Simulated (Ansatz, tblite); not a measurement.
# BCl2(SiH3) (BCl2H3Si): rung by rung

An exercise on one series of results from a longer session: the logs are not shown, and one member is left open.

The runs use Ansatz 0.2.0, Gaussian basis; as each input shows.

Levels to be run: GFN1-xTB, GFN2-xTB, PBE-D4/def2-TZVP, r2SCAN-D4/def2-TZVP, CAM-B3LYP-D4/def2-TZVP, revPBE-D4/def2-TZVP, ωB97X-V/def2-TZVP, LDA/def2-TZVP, BHLYP-D4/def2-TZVP, HSE06-D4/def2-TZVP, B2PLYP/def2-TZVP, PBE-D4/def2-SVP, PBE0-D4/def2-SVP, HF/6-31G, B3LYP-D4/6-31G, PBE0-D4/def2-TZVPD, PBE-D4/def2-TZVPD, r2SCAN-D4/def2-TZVPD, CCSD(T)/def2-TZVPP, MP2/def2-TZVP, RPA/def2-TZVP.

## The geometry

The singlet was relaxed beforehand with PBE-D4/def2-SVP.

7 atoms, charge 0, spin multiplicity 1.

Bond lengths: B1–Cl2 1.760 Å, B1–Cl3 1.759 Å, B1–Si4 2.028 Å, Si4–H5 1.505 Å, Si4–H6 1.505 Å, Si4–H7 1.509 Å. Angles: Cl2–B1–Cl3 118.4°, Cl2–B1–Si4 120.7°, Cl3–B1–Si4 120.8°, B1–Si4–H5 111.6°, B1–Si4–H6 111.5°, B1–Si4–H7 107.9°, H5–Si4–H6 109.6°, H5–Si4–H7 108.1°, H6–Si4–H7 108.1°.

PBE0-D4/def2-TZVP was run before; its log isn't repeated, and its numbers join the tables.

Set-up of the first run:

Tight binding, by tblite at 300 K electronic temperature and without a spin-polarisation term:

```python
tblite.interface.Calculator('GFN1-xTB', numbers, positions, charge=0, uhf=0).singlepoint()
```

Tight binding, by tblite at 300 K electronic temperature and without a spin-polarisation term:

```python
tblite.interface.Calculator('GFN2-xTB', numbers, positions, charge=0, uhf=0).singlepoint()
```

start.molden holds the orbitals of an earlier run on this state, given as this run's starting guess.

File in.yaml:

```yaml
crystal:
  periodic: [false, false, false]
  atoms:
    - {symbol: B, position_ang: [0.560007, 0.976766, 0.019698]}
    - {symbol: Cl, position_ang: [2.319359, 1.002026, 0.019497]}
    - {symbol: Cl, position_ang: [-0.299506, 2.510287, -0.051601]}
    - {symbol: Si, position_ang: [-0.450593, -0.781493, 0.026439]}
    - {symbol: H, position_ang: [-1.810444, -0.636291, 0.654634]}
    - {symbol: H, position_ang: [0.321536, -1.859167, 0.738867]}
    - {symbol: H, position_ang: [-0.640359, -1.212118, -1.407534]}
basis:
  gaussian: {orbitals: def2-TZVP, initial_orbitals: start.molden}
hamiltonian: {xc: pbe, dispersion: d4}
scf: {omitted_lower_state_checks: [starts]}
output: {orbitals: {seedname: orbitals}}
```

Started as:

```bash
> ansatz run in.yaml --threads 4 --pin off --events-out ev --progress --plain --max-ram 3916MiB
```

Steps of the session up to this table: PBE-D4/def2-TZVP; r2SCAN-D4/def2-TZVP; CAM-B3LYP-D4/def2-TZVP; revPBE-D4/def2-TZVP; ωB97X-V/def2-TZVP; LDA/def2-TZVP; BHLYP-D4/def2-TZVP; HSE06-D4/def2-TZVP; B2PLYP/def2-TZVP; PBE-D4/def2-SVP; PBE0-D4/def2-SVP; HF/6-31G; B3LYP-D4/6-31G; PBE0-D4/def2-TZVPD; PBE-D4/def2-TZVPD; r2SCAN-D4/def2-TZVPD; CCSD(T)/def2-TZVPP; MP2/def2-TZVP; RPA/def2-TZVP.

One of the session's tables, all rows but one given; the rest of the session is left out.

| level | HOMO (eV) | gap (eV) |
| --- | --- | --- |
| HF/6-31G | -11.58 | 12.76 |
| LDA/def2-TZVP | -7.28 | 3.90 |
| PBE-D4/def2-SVP | -7.02 | 4.11 |
| PBE-D4/def2-TZVP | -7.17 | 4.01 |
| PBE-D4/def2-TZVPD | -7.21 | 3.98 |
| revPBE-D4/def2-TZVP | -7.13 | 4.05 |
| r2SCAN-D4/def2-TZVP | -7.47 | 4.51 |
| r2SCAN-D4/def2-TZVPD | -7.49 | 4.49 |
| B3LYP-D4/6-31G | -8.32 | 5.94 |
| PBE0-D4/def2-SVP | -8.35 | 6.26 |
| PBE0-D4/def2-TZVP | -8.43 | 6.15 |
| PBE0-D4/def2-TZVPD | -8.46 | 6.12 |
| HSE06-D4/def2-TZVP | ? | ? |
| BHLYP-D4/def2-TZVP | -9.60 | 8.41 |
| CAM-B3LYP-D4/def2-TZVP | -9.77 | 8.67 |
| ωB97X-V/def2-TZVP | -10.77 | 10.70 |

Estimate the missing values for HSE06-D4/def2-TZVP.

The run gave: HOMO (eV): -8.03; gap (eV): 5.37. In the column «HOMO (eV)» it lies between B3LYP-D4/6-31G (-8.32) and r2SCAN-D4/def2-TZVPD (-7.49).
